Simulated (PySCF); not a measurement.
```xyz
4
charge 0 multiplicity 1, angstrom
S     0.9894    0.3452    0.0000
S    -0.9894   -0.3452    0.0000
H     0.6123    1.6329    0.0000
H    -0.6123   -1.6329    0.0000
```

Computed with PySCF, PBE0, basis S def2-TZVP, H def2-TZVP (no relativity, density fitting).

This geometry of S2H2 is a stationary point at this level.

Question: What is the point group?

Answer: C2h.

Question: Is it a minimum?

Answer: No: it has 1 imaginary mode, at 377i cm⁻¹ (au).

Question: List the harmonic modes with their infrared intensities.

Answer: 
```tsv
symmetry	ω (cm⁻¹)	IR (km/mol)
au	377i	–
ag	522	0.0
bu	753	5.6
ag	1014	0.0
ag	2718	0.0
bu	2727	2.3
```

Question: Give the atomic charges and bond orders.

Answer: 
```tsv
atom	Mulliken	Löwdin	polar tensor	Mayer order to S1
S1	-0.18	-0.03	-0.07	–
S2	-0.18	-0.03	-0.07	1.11
H3	0.18	0.03	0.07	0.95
H4	0.18	0.03	0.07	0.01
```
Other Mayer orders above 0.3: S–H 0.95.

In C2h the vibrations span au + 3ag + 2bu. The ag modes carry no infrared intensity, as symmetry demands. With a centre of inversion only u modes can be infrared active and only g modes Raman active.

Other isomers or separated fragments may lie lower. At this level a singlet minimum of C2 symmetry lies 27 kJ/mol below this structure.
